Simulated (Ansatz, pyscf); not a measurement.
HF (SMILES F) + [HB–F]• (SMILES [BH]F) -> F–BH–F (SMILES FBF) + H• (SMILES [H]), an atom transfer on the doublet surface: F–H broken, B–F formed. Structures and frequencies: ωB97X-D3(BJ)/def2-SVP in PySCF. Wave-function energies: Ansatz (a first-principles code), frozen core, RHF or UHF references. In kJ/mol, from the separated reactants.

| level | barrier | reaction energy |
|---|---|---|
| PBE/def2-TZVP | 21.04 | -152.60 |
| B3LYP-D3(BJ)/def2-TZVP | 47.49 | -148.86 |
| CCSD(T)/cc-pV(D+d)Z | 92.81 | -160.54 |
| CCSDT(Q)/cc-pV(D+d)Z | [?] | [?] |
| CCSD(T)/cc-pV(T+d)Z | 90.74 | -155.13 |
| CCSD(T)/cc-pV(Q+d)Z | [?] | -150.25 |

**Question.** Complete the blanks.

**Answer.** 
- CCSDT(Q)/cc-pV(D+d)Z, barrier: 91.31
- CCSDT(Q)/cc-pV(D+d)Z, reaction energy: -160.20
- CCSD(T)/cc-pV(Q+d)Z, barrier: 91.75

In cc-pV(D+d)Z, going from CCSD(T) to CCSDT(Q) shifts the barrier by -1.50 and the reaction energy by +0.34 kJ/mol. With HF in the quadruple-zeta basis and the correlation energy extrapolated as X⁻³ from X = 3, 4, CCSD(T) gives 91.73 and -149.40; adding the double-zeta shift gives ΔE‡ = 90.23 and ΔE = -149.06 kJ/mol, without core correlation, relativity or geometry relaxation at these levels. This is the saddle that the search found; another between the same sides may lie lower. The angle at the transferred F is 127°: a side-on saddle, likely not the lowest.
